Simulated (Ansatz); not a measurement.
Geometry optimisation, RKS PBE/def2-SVP (Ansatz).

input.yaml

```yaml
crystal:
  periodic: [false, false, false]
  atoms:
    - { symbol: Al, position_ang: [0.059086, 0.332634, -0.107424] }
    - { symbol: F, position_ang: [-0.037805, 0.221229, 1.582367] }
    - { symbol: H, position_ang: [1.492, 0.638798, -0.729313] }
    - { symbol: H, position_ang: [-1.336765, 0.328031, -0.869182] }
    - { symbol: O, position_ang: [0.161428, -2.490217, 0.779898] }
    - { symbol: H, position_ang: [-0.742858, -2.856858, 0.69864] }
    - { symbol: H, position_ang: [0.084915, -1.895417, 1.572613] }
basis:
  gaussian: { orbitals: def2-SVP }
hamiltonian:
  xc: pbe
relax:
  f_tol: 0.03
  max_steps: 50
```

Command:

```bash
$ ansatz run input.yaml --threads 1 --pin off --max-ram 2048MiB --backend cpu --events-out ev --progress --plain --runs-dir out
```

Where does it end, and by what steps?

The run converged. After 9 steps the energy has fallen by 0.633 eV; O5 moved furthest, 0.53 Å. Joined: Al1–O5 (2.96 → 2.04 Å).

```
step  energy less start (eV)  largest force component (eV/Å)  accepted
   0                  0.0000                           0.813       yes
   1                 -0.1749                           0.800       yes
   2                 -0.4151                           1.197       yes
   3                 -0.5788                           0.703       yes
   4                 -0.6200                           0.339       yes
   5                 -0.6298                           0.128       yes
   6                 -0.6319                           0.065       yes
   7                 -0.6327                           0.036       yes
   8                 -0.6329                           0.038       yes
   9                 -0.6330                           0.014       yes
```

```xyz
7
Properties=species:S:1:pos:R:3
Al 0.054 -0.034 0.037
F -0.027 0.295 1.725
H 1.450 0.308 -0.657
H -1.360 -0.026 -0.724
O 0.146 -1.991 0.602
H -0.660 -2.499 0.383
H 0.076 -1.775 1.563
```

Run time: 16 s on 1 thread of Arm Neoverse V2, with other jobs on the host, peak memory 0.12 GiB.
